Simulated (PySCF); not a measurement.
Cost of one run: shielding job, `C=C/C=C(\C)F`.

Method: GIAO PBE0/pcSseg-1 NMR shielding, non-relativistic, gas phase (PySCF 2.14.0, density-fitted response routines). Geometry: GFN2-xTB, MD frame at 800 fs, 400 K. Work: shieldings, density fitting. A driver script takes a list of jobs; this job's settings line and coordinates (Å) are shown.

Command:
```bash
OMP_NUM_THREADS=1 python probes_run.py task.json out
```

Input:
```
{"job": {"kind": "nmr", "xc": "PBE0", "basis": "pcSseg-1", "pop": false}, "charge": 0, "multiplicity": 1}
C      1.223200    -1.430700     0.298300
C     -0.071600    -1.095000     0.310500
C     -0.573700     0.050100     1.027300
C     -1.629400     0.751200     0.743800
C     -2.406000     0.931600    -0.528900
F     -1.871500     1.604600     1.725800
H      1.830500    -0.851000     0.892900
H      1.619100    -2.288700    -0.204300
H     -0.758400    -1.576600    -0.312000
H     -0.007000     0.280500     1.958300
H     -2.835400    -0.088800    -0.868500
H     -3.267400     1.584400    -0.578400
H     -1.673900     1.295000    -1.363800
```

Hardware: AMD EPYC 7R13, one thread, on a shared host. PySCF's memory limit was set to 1200 MB.

How large is the basis?

137 functions for 46 electrons, with 706 fitting functions; the fitted three-index integrals, 706 × 137 × 138/2 numbers of 8 bytes, come to 51 MiB.

Question: Which is nearest to the wall time?
A. 75 s
B. 9.4 s
C. 9.4 min
D. 1.2 s

Answer: B. The run took 9.4 s. The SCF took 13 cycles.

How much memory does it need at the peak?

About 0.67 GiB. Peak memory is the resident size of the whole Python process, interpreter and libraries included.

At this speed, how long would 500 such jobs take on 64 cores, one job a core?

500/64 gives 8 rounds of 9.4 s, about 75 s of wall time and 1.3 core-hours, if the jobs don't slow each other.

The SCF part of the output:
```
coarse grid: 10856 points
cycle   1  E = -294.0456696316  dE =  7.796e-01  |g| = 5.376e-01  |ddm| = 3.172e+00
cycle   2  E = -294.0016646987  dE =  4.400e-02  |g| = 7.212e-01  |ddm| = 9.109e-01
cycle   3  E = -294.1051193099  dE = -1.035e-01  |g| = 1.073e-01  |ddm| = 5.716e-01
cycle   4  E = -294.1079735262  dE = -2.854e-03  |g| = 3.659e-02  |ddm| = 1.361e-01
cycle   5  E = -294.1082688559  dE = -2.953e-04  |g| = 1.227e-02  |ddm| = 3.670e-02
cycle   6  E = -294.1082982609  dE = -2.940e-05  |g| = 2.877e-03  |ddm| = 1.084e-02
cycle   7  E = -294.1083000985  dE = -1.838e-06  |g| = 7.914e-04  |ddm| = 2.587e-03
final grid: 105248 points
cycle   8  E = -294.1503338718  dE = -2.832e-05  |g| = 6.117e-03  |ddm| = 2.532e-02
cycle   9  E = -294.1503325084  dE =  1.363e-06  |g| = 6.825e-03  |ddm| = 1.003e-02
cycle  10  E = -294.1503434594  dE = -1.095e-05  |g| = 9.934e-04  |ddm| = 5.364e-03
cycle  11  E = -294.1503436060  dE = -1.466e-07  |g| = 1.273e-04  |ddm| = 8.267e-04
cycle  12  E = -294.1503436081  dE = -2.093e-09  |g| = 4.373e-05  |ddm| = 1.128e-04
cycle  13  E = -294.1503436086  dE = -4.173e-10  |g| = 1.074e-05  |ddm| = 3.839e-05
converged SCF energy = -294.1503436086
```

On the final grid dE counts from the start density on that grid.

Times come from a shared host and carry two figures at best.
